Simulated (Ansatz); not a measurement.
The cluster SiO₂⁺ (the lowest doublet isomer of a short search). Total charge 1; doublet. Geometry PBE0-D4/def2-TZVP, basis def2-TZVP, Ansatz.

```xyz
3

Si   -0.3536   -0.9530    0.4106
O     0.1019    0.2373   -0.8250
O     0.2517    0.7157    0.4144
```

```json
{"run": "A", "HOMO (eV)": "-19.73", "LUMO (eV)": "-6.28"}
{"run": "B", "HOMO (eV)": "-15.13", "LUMO (eV)": "-13.18"}
{"run": "C", "HOMO (eV)": "-18.14", "LUMO (eV)": "-9.87"}
{"run": "D", "HOMO (eV)": "-18.41", "LUMO (eV)": "-10.27"}
{"run": "E", "HOMO (eV)": "-17.13", "LUMO (eV)": "-11.27"}
{"run": "F", "HOMO (eV)": "-16.76", "LUMO (eV)": "-11.97"}
```

B3LYP takes the VWN-RPA correlation. The structure holds 1 bond(s) between oxygen atoms. Another isomer (doublet) lies 0.25 eV lower at r2SCAN-D4/def2-TZVP.

HOMO and LUMO are taken over both spins.

Problem. The runs used B3LYP, BHLYP, CAM-B3LYP, HF, PBE, r2SCAN0. Estimate which is which.

Solution. A HF (100 % exact exchange); B PBE (0 % exact exchange); C BHLYP (50 % exact exchange); D CAM-B3LYP (range-separated); E r2SCAN0 (25 % exact exchange); F B3LYP (20 % exact exchange). Exact exchange lowers occupied and raises empty levels; among semilocal functionals meta-GGAs tend to open the gap a little, and such runs are hard to tell apart. The gap grows from 1.95 eV (PBE) to 13.45 eV (HF).
